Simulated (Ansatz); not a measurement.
# Match the barriers

Saddle point of N2H5, doublet (NH₂ + NH₃ → NH₂ + NH₃; bonds formed: H1–N3; bonds broken: H1–N2), PBE0-D4/def2-TZVP structure:

H1  (-0.505, 0.255, -0.031)
N2  (-0.131, 0.263, -1.216)
N3  (-0.409, 0.010, 1.183)
H4  (0.052, -0.707, -1.472)
H5  (0.781, 0.718, -1.235)
H6  (0.453, 0.452, 1.503)
H7  (-0.241, -0.992, 1.269)
(Å)

Ansatz 0.2.0; basis: def2-TZVPP, with def2-QZVPP for the basis limit; cores frozen in the correlated methods; orbitals are unrestricted. B3LYP uses VWN-RPA correlation. Extrapolation: Hartree–Fock as exp(−7.88 √X), correlation as X^−2.97. Four methods, as single points on the PBE0-D4 structures, gave these electronic barriers from the start structure: 2.45, 8.09, 14.49, 32.78 kcal/mol.

Q: The methods were, in alphabetical order, B3LYP-D4, BLYP-D4, CCSD(T), HF. Which gave which? (Judge from chemistry; the calculation decides.)

A: Computed: BLYP-D4 2.45; B3LYP-D4 8.09; CCSD(T) 14.49; HF 32.78 kcal/mol. For comparison, CCSD(T) at an estimated basis limit (MP2 extrapolated from triple and quadruple zeta, plus CCSD(T) − MP2 in triple zeta) gives 14.08 kcal/mol.

T1 diagnostic: at most 0.021. ⟨S²⟩ of the unrestricted Hartree–Fock references: 0.76 to 0.80 (a pure state has 0.75). The unrestricted reference is spin-contaminated, which hurts MP2 most. The start structure is not quite a true minimum (one mode of 54i cm⁻¹). The end structure is not quite a true minimum (one mode of 53i cm⁻¹).

For scale, one of the runs: CCSD(T)/def2-TZVPP, 132 basis functions, launched by `ansatz run in.yaml --threads 2 --pin off --events-out ev --progress --plain --max-ram 4352MiB`. Time: 22 s of wall clock on 2 CPU threads of an Arm Neoverse V2; the host was shared. Peak host memory: 1.6 GiB.
